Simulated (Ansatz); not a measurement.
## Fluorite CdF2

Method: PBEsol in Ansatz (PAW).

Numerical settings: plane-wave cutoff 500 eV, 10×10×10 k mesh, gaussian smearing 0.02 eV, scalar-relativistic PAW data made under PBE.

Cell: relaxed at this level.

| Item | Result |
|---|---|
| equilibrium volume per atom | 13.00 Å³/atom |
| lattice constant a | 5.384 Å |
| band gap | 2.95 eV (on the SCF k mesh) |

Measured, for comparison: band gap 7.8 eV (temperature not stated, not corrected to a static lattice, indirect W–Γ; as tabulated in Cappellini et al. (2013), arXiv:1302.2571); lattice constant a 5.388 Å (temperature not stated, copied from a table, unchecked, not corrected to a static lattice; as tabulated in Crystal Structures 1, 239 (1963)). Computed (rounded) less measured: lattice constant a not scored (unchecked).

Spin–orbit coupling is not included.

Static lattice: no zero-point or thermal effects.

Ansatz is a first-principles code.
